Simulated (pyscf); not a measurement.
This saddle point was located with ωB97X-D3(BJ)/def2-SVP in PySCF.

```xyz
11

Ge    -1.0354    -0.5200     0.3422
Ge     0.4987     0.8485    -0.9015
H     -2.3977     0.6079    -0.5415
H     -1.6024    -1.7611    -0.3499
H     -0.2923    -1.0147     1.6229
H      0.4419     2.2686    -0.3118
H      1.9486     0.3394    -0.7952
H      0.0717     0.9008    -2.3740
O     -2.4484     0.2571     1.5577
H     -2.7019     0.6883     0.5299
H     -2.1416     0.8998     2.2171
```
Charge 0, spin multiplicity 1.

Surface: singlet, charge 0. Lowest wavenumbers (cm⁻¹): 1326i, 77, 128, 237, 282.

What reaction is this the transition state of?

H₃Ge–GeH₃ + H₂O ⇌ HO–GeH₂–GeH₃ + H₂, a four-centre exchange read from left to right: Ge–H, H–O broken and Ge–O, H–H formed. At ωB97M-D3(BJ)/def2-TZVP it lies +1.96 eV from the left side and +1.92 eV from the right (each side as separated species at their lowest minima found). At the saddle there is also a short Ge–H contact that neither side keeps. One saddle was located; it need not be the lowest between these sides. Elements up to Kr have no core potential and no relativistic terms here.
